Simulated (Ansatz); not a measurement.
# CH₂Al (quartet): trial inputs and their diagnosis

4 inputs are run for CH₂Al (quartet) as typed; the log has to tell whether the result can be used and what must change.

The runs use Ansatz 0.2.0, Gaussian basis; the settings change from run to run.

30 further runs of the same task are left out: 2 for a known fault of the program, 13 that didn't finish, 15 set aside as unsound or not needed.

### 1 What is computed

The geometry is a PBE0/def2-TZVP stationary point (not a proven minimum).

4 atoms, charge 0, spin multiplicity 4.

Atoms are counted from 1 here; the program's logs count them from 0.

Bond lengths: Al1–C2 1.925 Å, Al1–H3 1.580 Å, Al1–H4 1.580 Å. Angles: C2–Al1–H3 117.7°, C2–Al1–H4 117.7°, H3–Al1–H4 124.6°.

### 2 Attempt 1

File in.yaml:

```yaml
crystal:
  periodic: [false, false, false]
  atoms:
    - {symbol: Al, position_ang: [0.000000, 0.000000, 0.527635]}
    - {symbol: C, position_ang: [0.000000, 0.000000, -1.397228]}
    - {symbol: H, position_ang: [0.000000, 1.398998, 1.262610]}
    - {symbol: H, position_ang: [0.000000, -1.398998, 1.262610]}
basis:
  gaussian: {orbitals: cc-pVDZ, fitting: {mean_field: def2-universal-jkfit}}
magnetization: {spin_polarized: false, initial_magnetization: 3}
correlation: {method: sc_nevpt2, electrons: outside_noble_gas, active_space: {window: {electrons: 5, orbitals: 4}}}
scf: {lower_state_search: off}
output: {forces: true}
```

Launch:

```console
ansatz run in.yaml --threads 1 --pin off --events-out ev --progress --plain --max-ram 2393MiB
```

Standard output:

```text
Functional definition: HF
  name "HF"
  cite "Fock, Z. Phys. 61, 126 (1930) doi:10.1007/BF01340294"
  parent pbe
  exchange = exact_x
  correlation = 0
these checks for a lower state are left out or cut short: stability, starts, cluster_reference, orbital_swaps, neighbouring_geometries, increment
239 factors; integrals over basis functions are off by at most 4.0e-1 eV
mean field evaluation 1: about -7639.5766 eV, gradient 9.9e0 eV
mean field evaluation 2: about -7640.9452 eV, gradient 4.3e0 eV
mean field evaluation 4: about -7641.1766 eV, gradient 9.0e-1 eV
mean field evaluation 8: about -7641.1976 eV, gradient 9.4e-7 eV
mean field -7641.19763873 eV, -280.8088338335 hartree, gradient 9.4e-7 eV, S^2 3.750000; 0 other end points of the search recorded, 0 dependent functions left out
reference -7641.19763873 eV, -280.8088338335 hartree; 12, 9 occupied and 30, 33 virtual orbitals, 239 factors
state -7641.19763873 eV, -280.8088338335 hartree
state -7641.19763873 eV, -280.8088338335 hartree; corrected -7644.46456036 eV, -280.9288909890 hartree
WARN: 1 active orbitals are nearly empty or full. The corrections depend on them more than the energy does, and are more stable in an active space without them
the calculation of the forces begins
Error: an active orbital is full or empty, and SC-NEVPT2 has no forces then: leave it out of the active space
```

Wall time 1.6 s (1 thread of Intel Xeon at 2.50GHz, shared host).

Diagnosis: The run stopped with an error. It says: «an active orbital is full or empty, and SC-NEVPT2 has no forces then: leave it out of the active space». Cure: drop the forces, or choose an active space whose orbitals are all partly filled.

### 3 Attempt 2

File in.yaml:

```yaml
crystal:
  periodic: [false, false, false]
  atoms:
    - {symbol: Al, position_ang: [0.000000, 0.000000, 0.527635]}
    - {symbol: C, position_ang: [0.000000, 0.000000, -1.397228]}
    - {symbol: H, position_ang: [0.000000, 1.398998, 1.262610]}
    - {symbol: H, position_ang: [0.000000, -1.398998, 1.262610]}
basis:
  gaussian: {orbitals: "6-31++G**"}
magnetization: {spin_polarized: true, initial_magnetization: 4}
correlation: {method: bccd_t, electrons: outside_noble_gas}
accuracy: high
scf: {lower_state_search: off}
output: {forces: true}
```

Same command.

Standard output:

```text
Error: a molecule whose nuclei and cores have a total charge of 21 cannot have a net charge of 0 together with 4 unpaired electrons
```

Run time: 0.03 s. Hardware: 1 thread of Intel Xeon at 2.50GHz, shared host.

**Diagnosis.** The run was refused. The number of unpaired electrons doesn't fit the electron count. Fix: make charge and initial_magnetization agree.

### 4 Attempt 3

File in.yaml:

```yaml
crystal:
  periodic: [false, false, false]
  atoms:
    - {symbol: Al, position_ang: [0.000000, 0.000000, 0.527635]}
    - {symbol: C, position_ang: [0.000000, 0.000000, -1.397228]}
    - {symbol: H, position_ang: [0.000000, 1.398998, 1.262610]}
    - {symbol: H, position_ang: [0.000000, -1.398998, 1.262610]}
basis:
  gaussian: {orbitals: cc-pVDZ}
magnetization: {spin_polarized: false, initial_magnetization: 3}
correlation: {method: fic_mrcisd_q, electrons: outside_noble_gas, active_space: {window: {electrons: 5, orbitals: 5}, places: [1, 2]}}
```

The command is unchanged.

Standard output:

```text
Error: invalid value for `correlation.active_space`: name one of window, places and ras
```

Wall time 0.03 s (1 thread of Intel Xeon at 2.50GHz, shared host).

**Diagnosis.** The run was refused. The active space is defined twice. Cure: keep one definition.

### 5 Attempt 4

File in.yaml:

```yaml
crystal:
  periodic: [false, false, false]
  atoms:
    - {symbol: Al, position_ang: [0.000000, 0.000000, 0.527635]}
    - {symbol: C, position_ang: [0.000000, 0.000000, -1.397228]}
    - {symbol: H, position_ang: [0.000000, 1.398998, 1.262610]}
    - {symbol: H, position_ang: [0.000000, -1.398998, 1.262610]}
basis:
  gaussian: {orbitals: cc-pVDZ}
magnetization: {spin_polarized: false, initial_magnetization: 3}
correlation: {method: fic_mrcisd_q, electrons: outside_noble_gas, active_space: {window: {electrons: 2, orbitals: 1}}}
accuracy: high
scf: {omitted_lower_state_checks: [cluster_reference]}
```

The command is unchanged.

Standard output:

```text
Functional definition: HF
  name "HF"
  cite "Fock, Z. Phys. 61, 126 (1930) doi:10.1007/BF01340294"
  parent pbe
  exchange = exact_x
  correlation = 0
these checks for a lower state are left out or cut short: cluster_reference
895 factors; integrals over basis functions are off by at most 3.3e-9 eV
mean field evaluation 1: about -7639.5709 eV, gradient 9.9e0 eV
mean field evaluation 2: about -7639.5754 eV, gradient 9.9e0 eV
mean field evaluation 4: about -7641.1258 eV, gradient 1.5e0 eV
mean field evaluation 8: about -7641.1976 eV, gradient 7.9e-2 eV
mean field -7641.19764713 eV, -280.8088341424 hartree, gradient 1.7e-8 eV, S^2 3.750000; 0 other end points of the search recorded, 0 dependent functions left out
reference -7641.19764713 eV, -280.8088341424 hartree; 12, 9 occupied and 30, 33 virtual orbitals, 895 factors
Error: 2 electrons in 1 orbitals form no window around the highest filled level of the reference
```

Wall time 2.2 s (1 thread of Intel Xeon at 2.50GHz, shared host).

Diagnosis: The run stopped with an error. The active window can't be built from these electrons and orbitals. Cure: choose counts that fit the spin, the electrons and the basis.

### 6 How the runs ended

```csv
attempt,level,ended,cause,time
1,"NEVPT2(5,4)/cc-pVDZ",stopped by an error,"an active orbital is full or empty, and SC-NEVPT2 has no forces then: leave it out of the active space",1.6 s
2,BCCD(T) on UHF/6-31++G**,refused,the number of unpaired electrons doesn't fit the electron count,0.03 s
3,"MRCISD+Q(5,5)/cc-pVDZ",refused,the active space is defined twice,0.03 s
4,"MRCISD+Q(2,1)/cc-pVDZ",stopped by an error,the active window can't be built from these electrons and orbitals,2.2 s
```

2 stopped by an error, 2 refused.
